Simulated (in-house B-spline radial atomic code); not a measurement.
RPA and G0W0 on CAM-B3LYP: Ne

Configuration [He] 2s2 2p6, mean-field start CAM-B3LYP. Computed with a B-spline radial code for spherical atoms: all electrons, non-relativistic, point nucleus, each spin shell either full or empty, empty states to l = 9 with an (l + 1/2)⁻⁴ tail; G0W0 by contour deformation at full frequency.

Command:
```bash
python run_gw.py task.json out
```
Settings (radii: box in bohr, nucleus in fm):
```
Z                        10
electrons                10
configuration            [He] 2s2 2p6
hamiltonian              nr
method                   camb3lyp
lmax                     9
spin_polarised           False
box_radius               40
intervals                51
```

Run time, properties included: 1.3 s on 1 thread of Arm Neoverse N1, on a shared host.

Energies (hartree):

```
                                     term       value
                         mean-field total  -128.95821
Hartree-Fock functional on these orbitals  -128.53808
                      direct second order      -0.694
                    second-order exchange     0.24382
                         SOSEX correction     0.21339
```

Question: What is the RPA correlation energy, and what remains with SOSEX?

Answer: RPA gives -0.57319 hartree (-1.56 eV per electron); RPA + SOSEX gives -0.35981, and the second-order doubles -0.45019 hartree (no singles). RPA lacks exchange-type terms and so overcorrelates at short range.

Quasi-particle levels (eV):

```
level  occupied  mean field  Σx - vxc  Σc  QP weight  G0W0
   2p       yes     -17.671     -6.00   ?          ?     ?
```

G0W0 = mean field + (Σx - vxc) + Σc, with Σc (partial-wave tail included) taken at the quasi-particle energy. Levels of low weight are left out.

Question: Where does G0W0 put 2p?

Answer: At -21.596 eV, with Σc = 2.07 eV and a quasi-particle weight of 0.898. The tabulated removal energy is 21.565 eV (NIST, measured).
